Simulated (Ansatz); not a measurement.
Compare A (`C=NCC`) with its isomer B (`C/C=C/N`).

Program: Ansatz. Geometries: PBE0-D4/def2-TZVP. ΔE: electronic, gas phase. CCSD(T)/CBS adds triple-zeta CCSD(T) − MP2 to the extrapolated MP2 energy (def2 sets, frozen cores). DFT in def2-TZVPP. B3LYP here is the variant with VWN-RPA as its local correlation; programs differ in this. Each species was taken in one conformer, which may not be the lowest.

A:

Z-matrix (Å, degrees):
```
C
N 1 1.444
C 1 1.518 2 110.5
H 1 1.102 2 111.9 3 123.5
H 1 1.095 2 107.2 3 -118.8
C 2 1.257 1 118.0 3 -121.6
H 3 1.091 1 110.5 2 -55.9
H 3 1.092 1 110.8 2 63.8
H 3 1.092 1 110.6 2 -176.1
H 6 1.090 2 119.5 1 179.6
H 6 1.100 2 123.2 1 -0.4
```

B:

```xyz
11

C    -0.610    1.603    0.040
C    -0.475    0.138   -0.202
C     0.614   -0.567    0.100
N     0.844   -1.905   -0.194
H    -1.470    1.832    0.678
H     0.281    2.005    0.529
H    -0.753    2.160   -0.893
H    -1.316   -0.370   -0.671
H     1.463   -0.071    0.567
H     0.016   -2.429   -0.437
H     1.406   -2.395    0.483
```

Task: Which isomer does CCSD(T)/CBS put lower? Give the gap. (Best estimate.)

Result: Ansatz gave: B, by 24.5 kJ/mol.

Task: Give E(B) − E(A) in kJ/mol with LDA (SPW92), HF/def2-TZVPP, ωB97M-V, MP2/def2-TZVPP, B2PLYP, PBE0-D4, B3LYP-D4. (An estimate is asked.)

Result: The calculation gave: LDA (SPW92) -43.4, HF/def2-TZVPP -19.1, ωB97M-V -27.1, MP2/def2-TZVPP -24.0, B2PLYP -25.1, PBE0-D4 -32.8, B3LYP-D4 -27.4. None reverses the order clearly.

Task: Does the order hold for the free energy at 298.15 K (harmonic terms from PBE0-D4)? (An estimate is asked.)

Result: Ansatz gave: Yes: G(B) − G(A) = -22.9 kJ/mol, for one conformer each.

Largest T1 diagnostic: 0.011.

At CCSD(T), def2-SVP lies +13.7 kJ/mol from the extrapolated value and def2-TZVPP +4.9 kJ/mol. Leaving LDA and LC-ωPBE aside and taking each functional with its dispersion term where it has one, the values, not all of them listed here, spread over 10.1 kJ/mol, from r2SCAN0-D4 to ωB97X-V. LDA lies −11.3 kJ/mol from PBE without D4.
